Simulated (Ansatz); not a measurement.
System: methanedithione, CS2 (charge 0, singlet). SMILES: S=C=S
Structure (B3LYP-D3(BJ)/def2-TZVP (Ansatz, an electronic-structure program) minimum search):
```xyz
3

S      0.0000     0.0000    -1.5527
C      0.0000     0.0000     0.0000
S      0.0000     0.0000     1.5527
```

Computed values are from Ansatz. Valence correlation only, unless marked. Open shells are spin-unrestricted. No spin-orbit coupling. No relativistic terms. Basis-set limits of correlation are two-point, X^-3; Hartree-Fock from the larger set. The bracket is a focal-point correction in the basis named.

Problem. What is the vertical electron affinity (to the doublet; negative means unbound) at RI-MP2/CBS(aug-cc-pV(T+d)Z,aug-cc-pV(Q+d)Z)+[CCSD(T)-MP2]/aug-cc-pV(T+d)Z?

Solution. -0.01 eV.

Problem. What is the T1 diagnostic at CCSD/cc-pV(Q+d)Z?

Solution. 0.020.

Problem. What is the atomisation energy De at CCSD(T)/CBS(cc-pV(T+d)Z,cc-pV(Q+d)Z)?

Solution. 1164.0 kJ/mol.

Problem. What is the total energy at CCSD(T)/CBS(cc-pV(T+d)Z,cc-pV(Q+d)Z)?

Solution. -833.5833 Eh.

Problem. What is the dipole moment at CCSD(T)/aug-cc-pV(D+d)Z?

Solution. 0.00 D.
